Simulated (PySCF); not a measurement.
Compound: C4H8N (doublet state).
Cartesian coordinates in Å at the GFN2-xTB level; atoms count from 1:
```xyz
13
C4H8N angstrom
C      2.1247   -0.4065    0.0987
N      1.1566    0.4532    0.0251
C     -0.1255    0.2496   -0.0095
C     -0.7473   -1.0681   -0.3676
C     -1.0314    1.4028    0.2624
H      3.1174   -0.0601   -0.1304
H      2.0058   -1.4237    0.4589
H     -0.1290   -1.5992   -1.0903
H     -0.8292   -1.6937    0.5246
H     -1.7440   -0.9285   -0.7778
H     -0.4518    2.2730    0.5565
H     -1.7347    1.1528    1.0577
H     -1.6159    1.6488   -0.6259
```

The hyperfine couplings belong to this conformer and change with its torsions.

As a line formula: `C=N[C](C)C` [radical].

Method used: UKS B3LYP, pcH-1 on C H N, non-relativistic, mean-field spin-orbit, GIAO (PySCF 2.14.0). Geometry: GFN2-xTB, one conformer, isolated molecule. Couplings are sensitive to structure, and on GFN2-xTB geometries they can be far from those on DFT ones. The frame is twisted about the C1–N2 bond at this geometry (dihedral H7–C1–N2–C3 = -21°); couplings at other torsion angles weren't computed. Stability of the SCF solution: not tested.

Largest spin populations (Mulliken): C1 (+0.62), C3 (+0.50) and N2 (-0.09). The positive populations add up to 1.22 and the negative ones to -0.22, together 2S = 1. The angles at C1 add up to 359.8°, so it is planar; its axial dipolar tensor and the negative couplings of its protons fit spin in a p orbital normal to that plane.

(1) How do the β-proton couplings of this frozen conformer go with θ, the angle between the C–H bond and the normal to the plane of the spin centre's three neighbours, both seen down the bond from centre to carbon?

(2) What would the freely rotating methyl group on C4 show?

## Answers

(1) 
| β H | on | centre | θ (°) | cos²θ | a (G) |
| --- | --- | --- | --- | --- | --- |
| H8 | C4 | C3 | 56 | 0.31 | +6.19 |
| H9 | C4 | C3 | 5 | 0.99 | +24.91 |
| H10 | C4 | C3 | 65 | 0.18 | +3.03 |
| H11 | C5 | C3 | 86 | 0.01 | +0.60 |
| H12 | C5 | C3 | 35 | 0.67 | +15.74 |
| H13 | C5 | C3 | 26 | 0.80 | +23.89 |

Fitting the Heller–McConnell form a = ρ(B0 + B2 cos²θ), with Mulliken ρ = 0.50, gives B0 = -1.8 G and B2 = 54.2 G, with a largest miss of 3.1 G.

(2) Three equal couplings, a 1:3:3:1 quartet. The mean of the three values of this geometry estimates the splitting: 11.4 G, or 31.9 MHz (three bonds 120° apart have a mean cos²θ of 1/2 at any torsion).

Couplings in gauss use g_iso = 2.0024.

The SMILES draws the unpaired electron on C3; the largest computed Mulliken spin population is on C1 (0.62 against 0.50).
